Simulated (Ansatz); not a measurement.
Two isomers of H6NPSi: A = `[SiH3]NP`, B = `N[SiH2]P`.

Isolated molecules relaxed with PBE0-D4/def2-TZVP in Ansatz; ΔE leaves out vibrations. CCSD(T)/CBS adds triple-zeta CCSD(T) − MP2 to the extrapolated MP2 energy (def2 sets, frozen cores). DFT in def2-TZVPP. B3LYP here is the variant with VWN-RPA as its local correlation; programs differ in this. Each species was taken in one conformer, which may not be the lowest.

Problem. Which is lower in electronic energy at CCSD(T)/CBS, and by how much? (Estimate.)

Solution. Ansatz gave: B, by 36.2 kJ/mol.

Problem. Give E(B) − E(A) in kJ/mol with BLYP-D4, MP2/def2-TZVPP, CCSD(T)/def2-TZVPP, r2SCAN-D4, PBE-D4, B3LYP-D4, PBE0-D4. (Estimate.)

Solution. Ansatz gave: BLYP-D4 -33.5, MP2/def2-TZVPP -33.6, CCSD(T)/def2-TZVPP -34.5, r2SCAN-D4 -42.3, PBE-D4 -45.6, B3LYP-D4 -32.5, PBE0-D4 -43.1. None reverses the order clearly.

Problem. Does the order hold for the free energy at 298.15 K (harmonic terms from PBE0-D4)? (Best estimate.)

Solution. Ansatz gave: Yes: G(B) − G(A) = -33.9 kJ/mol, for one conformer each.

Largest T1 diagnostic: 0.012.

Leaving LDA and LC-ωPBE aside and taking each functional with its dispersion term where it has one, the values, not all of them listed here, spread over 17.5 kJ/mol, from PBE-D4 to BHLYP-D4. From BLYP to BHLYP (50 % exact exchange), in def2-TZVPP and without D4, E(B) − E(A) moves by +6.9 kJ/mol.
